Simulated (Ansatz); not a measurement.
A calculation with Ansatz (development build ahead of 0.2.0).

```yaml
crystal:
  periodic: [false, false, false]
  atoms:
    - { symbol: C, position_ang: [-0.57618, 0.12358, -0.54954] }
    - { symbol: C, position_ang: [0.73588, -0.42772, -0.16746] }
    - { symbol: C, position_ang: [-0.10286, 0.31033, 0.71319] }
    - { symbol: H, position_ang: [-1.3124, 0.13966, -1.27709] }
    - { symbol: H, position_ang: [1.73058, -0.25224, -0.52589] }
    - { symbol: H, position_ang: [-0.34449, 0.24765, 1.73106] }
basis:
  gaussian: { orbitals: def2-SVP }
magnetization:
  spin_polarized: true
  initial_magnetization: 1
hamiltonian:
  xc: hf
output:
  forces: true
```

The input is written out in the form of the current development build from the run's settings.

Results

```yaml
Converged: yes
Total_energy: -115.09592 hartree
Spin_squared_of_the_determinant: 0.951
Stability_test: minimum
```

Forces (eV/Å):
```csv
atom,Fx,Fy,Fz
C1,4.097,-0.912,3.362
C2,-0.940,-0.316,-1.912
C3,-1.552,0.369,-1.236
H4,-1.459,0.303,-1.181
H5,0.480,0.136,-0.324
H6,-0.626,0.420,1.290
```

Caution: the unrestricted determinant is spin contaminated.
